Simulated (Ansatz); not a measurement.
# BSiH3+ (doublet): wave-function methods side by side, cc-pVTZ

An exercise on one series of results from a longer session: the logs are not shown, and one member is left open.

Program: Ansatz 0.2.0, Gaussian basis. Level of theory: cc-pVTZ, core rule «outside noble gas», up to 6 orbitals frozen. These are calculated values, not measurements.

The runs, in order: UHF; CCSD(T) on ROHF; CCSD(T) on UHF; BCCD(T) on ROHF; CCSDT(Q) on ROHF; CCSDT(Q) on UHF; CASSCF and NEVPT2, 9 electrons in 11 orbitals.

4 further runs of the same task are left out: 4 set aside as unsound or not needed.

## What is computed

The geometry is a PBE0/def2-TZVP stationary point (not a proven minimum) of the parent state, kept for this charge and spin.

5 atoms, charge 1, spin multiplicity 2.

Atoms are counted from 1 here; the program's logs count them from 0.

Bond lengths: Si1–B2 1.821 Å, Si1–H3 1.477 Å, Si1–H4 1.477 Å, B2–H5 1.179 Å. Angles: B2–Si1–H3 121.0°, B2–Si1–H4 121.0°, H3–Si1–H4 118.0°, Si1–B2–H5 180.0°.

Set-up of the first run:

in.yaml reads:

```yaml
crystal:
  periodic: [false, false, false]
  atoms:
    - {symbol: Si, position_ang: [0.000000, 0.000000, 0.505242]}
    - {symbol: B, position_ang: [0.000000, 0.000000, -1.316005]}
    - {symbol: H, position_ang: [0.000000, 1.265985, 1.266213]}
    - {symbol: H, position_ang: [0.000000, -1.265985, 1.266213]}
    - {symbol: H, position_ang: [0.000000, 0.000000, -2.495380]}
basis:
  gaussian: {orbitals: cc-pVTZ}
total_charge: 1
magnetization: {spin_polarized: true, initial_magnetization: 1}
hamiltonian: {xc: hf}
output: {orbitals: {seedname: orbitals}}
```

Command:

```sh
$ ansatz run in.yaml --threads 1 --pin off --events-out ev --progress --plain --max-ram 4096MiB --backend cpu
```

Steps of the session up to this table: UHF; CCSD(T) on ROHF; CCSD(T) on UHF; BCCD(T) on ROHF; CCSDT(Q) on ROHF; CCSDT(Q) on UHF; CASSCF and NEVPT2, 9 electrons in 11 orbitals.

One of the session's tables, all rows but one given; the rest of the session is left out.

```
        method  from UCCSDT(Q) (kJ/mol)
          ROHF                   +556.8
           UHF                   +549.5
          RMP2                   +113.1
          UMP2                   +114.2
         RCCSD                    +20.2
         UCCSD                    +20.0
      RCCSD(T)                     +4.0
      UCCSD(T)                     +4.0
       BCCD(T)                     +3.9
        RCCSDT                     +0.7
        UCCSDT                     +0.6
     RCCSDT(Q)                        ?
     UCCSDT(Q)                        0
CASSCF valence                   +338.3
NEVPT2 valence                    +92.1
```

**Question.** Estimate the row for RCCSDT(Q).

As computed: from UCCSDT(Q) (kJ/mol): +0.1. In the column «from UCCSDT(Q) (kJ/mol)» it lies between UCCSDT(Q) (0) and UCCSDT (+0.6).

Limits of these values: Restricted and unrestricted rows rest on different reference determinants; where their highest levels disagree by more than a few hundredths of an eV, they describe different states and don't form one ladder.
